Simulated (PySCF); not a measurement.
Choosing a molecule for a target property.

All species are isolated and taken at one optimised geometry, non-relativistic unless stated; the electronic structure was computed with PySCF and density fitting.

Dipoles, sizes and rotational constants follow the conformer. The torsions of the flexible species, by atom-mapped SMILES:
- `[H]/[N:1]=[CH:2]\[CH2:3][CH:4]=[O:5]`: N1–C2–C3–C4 -123°, C2–C3–C4–O5 129°
- `[CH3:1][O:2][CH2:3][C:4]#[N:5]`: C1–O2–C3–C4 -67°

Question: Wanted: smallest rotational constant below 2 GHz (PBE0-D3(BJ)/def2-SVP) and dipole moment below 2.5 D (PBE0-D3(BJ)/def2-SVP), at PBE0-D3(BJ)/def2-SVP geometries. Which candidate meets both?
A. `COCC#N`
B. `[CH]Cl` [triplet]
C. `C#CC(C)=C=O`
D. `C(=N/[H])/CC=O`

Answer: C. Computed values:
```
         species  smallest rotational constant  dipole moment
     C#CC(C)=C=O                     1.876 GHz         1.31 D
  C(=N/[H])/CC=O                     2.470 GHz         2.01 D
          COCC#N                     2.870 GHz         3.07 D
[CH]Cl [triplet]                    17.451 GHz         0.82 D
```
